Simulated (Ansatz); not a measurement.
# AlBN (quartet): geometry optimisation

Where does this start of AlBN (quartet) end when it is relaxed?

Program: Ansatz 0.2.0, Gaussian basis. Level of theory: UKS PBE0/def2-TZVP. These are calculated values, not measurements.

## 1. Starting geometry

3 atoms, charge 0, spin multiplicity 4.

Atoms are counted from 1 here; the program's logs count them from 0.

Bond lengths: Al1–B2 2.006 Å, B2–N3 1.258 Å. Angles: Al1–B2–N3 180.0°.

The start was built by rule and, where that kept it together, relaxed with GFN2-xTB. Sticks and bond lists go by distance. 

## 2. The run

Input file in.yaml:

```yaml
crystal:
  periodic: [false, false, false]
  atoms:
    - {symbol: Al, position_ang: [0.000000, 0.000000, -1.756746]}
    - {symbol: B, position_ang: [0.000000, 0.000000, 0.249276]}
    - {symbol: N, position_ang: [0.000000, 0.000000, 1.507469]}
basis:
  gaussian: {orbitals: def2-TZVP}
magnetization: {spin_polarized: true, initial_magnetization: 3}
hamiltonian: {xc: pbe0}
relax: {f_tol: 0.004, max_steps: 80}
```

Launch:

```console
ansatz run in.yaml --threads 1 --pin off --events-out ev --progress --plain --max-ram 2176MiB
```

**Question.** What will these runs give? Wanted: energy gained; shift from the start; total energy; dipole moment; ⟨S²⟩.

The runs gave:

| quantity | value |
| --- | --- |
| steps | 5 |
| energy gained | 0.159 eV |
| shift from the start (rms) | 0.044 Å |
| total energy | -8752.7623 eV |
| dipole moment | 4.32 D |
| ⟨S²⟩ | 3.756 |

**Reading.** The bonds of the start are those of the end. B2–N3 went from 1.258 to 1.326 Å. No vibrations were run, so this is a stationary point, not a proven minimum, and this spin need not be the ground state's.
